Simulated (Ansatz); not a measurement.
**CH+ (singlet): wave-function methods side by side at distance C1–H2 = 1.833 Å, cc-pVQZ**

The task here is to estimate one member of a computed series from the others.

Program: Ansatz 0.2.0, Gaussian basis. Level of theory: cc-pVQZ, core rule «outside noble gas», up to 1 orbitals frozen. These are calculated values, not measurements.

Plan: UHF; CCSD(T) on RHF; CCSD(T) on UHF; BCCD(T) on RHF; CCSDT(Q) on RHF; CCSDT(Q) on UHF; CASSCF and NEVPT2, 4 electrons in 5 orbitals; Full CI.

18 further runs of the same task are left out: 12 that didn't finish, 6 set aside as unsound or not needed.

## The geometry

The geometry derives from a PBE0/def2-TZVP stationary point (not a proven minimum). One bond is set to the value named and the two fragments are kept rigid.

2 atoms, charge 1, spin multiplicity 1.

Atoms are counted from 1 here; the program's logs count them from 0.

No contacts short enough for the rule that draws bonds.

Set-up of the first run:

in.yaml reads:

```yaml
crystal:
  periodic: [false, false, false]
  atoms:
    - {symbol: C, position_ang: [0.000000, 0.000000, 0.000000]}
    - {symbol: H, position_ang: [0.000000, 0.000000, 1.833000]}
basis:
  gaussian: {orbitals: cc-pVQZ}
total_charge: 1
magnetization: {spin_polarized: true, initial_magnetization: 0}
hamiltonian: {xc: hf}
output: {orbitals: {seedname: orbitals}}
```

Launch:

```console
$ ansatz run in.yaml --threads 1 --pin off --events-out ev --progress --plain --max-ram 2393MiB
```

Among the steps run: UHF; CCSD(T) on RHF; CCSD(T) on UHF; BCCD(T) on RHF; CCSDT(Q) on RHF; CCSDT(Q) on UHF; CASSCF and NEVPT2, 4 electrons in 5 orbitals; Full CI.

One of the session's tables, all rows but one given; the rest of the session is left out.

| method | from FCI (meV) |
| --- | --- |
| RHF | +3947.4 |
| UHF | +3360.3 |
| RMP2 | +1135.7 |
| RCCSD | +133.1 |
| RCCSD(T) | ? |
| BCCD(T) | +24.2 |
| RCCSDT | +9.5 |
| RCCSDT(Q) | +2.5 |
| CASSCF valence | +1330.4 |
| NEVPT2 valence | +321.4 |
| FCI | 0 |

**Question.** Estimate the row for RCCSD(T).

**Answer.** from FCI (meV): +23.9. In the column «from FCI (meV)» it lies between RCCSDT (+9.5) and BCCD(T) (+24.2).

Not comparable, so not listed: CCSD(T) on UHF; CCSDT(Q) on UHF (they don't share determinant, frozen orbitals or solution with the rows shown, or repeat one).

Caveats from the session: The determinant is far from a pure spin state, so its energy mixes those of several spin states (harmless only where they are near-degenerate, as at dissociation).
